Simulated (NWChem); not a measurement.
dichloromethane (CH$_{2}$Cl$_{2}$); SMILES ClCCl

Results from NWChem. Geometry: optimised at PBE-D3(BJ)/def2-SVP. Vertical excitations in the gas phase.

Question: Predict the results for Hartree-Fock/def2-TZVP, CIS. Quantities: lowest excitation, singlet (eV); oscillator strength of that lowest state; orbital gap (eV).

Answer: 
```yaml
lowest excitation, singlet (eV): 7.99
oscillator_strength_of_that_lowest_state: 0.001
orbital gap (eV): 15.66
```
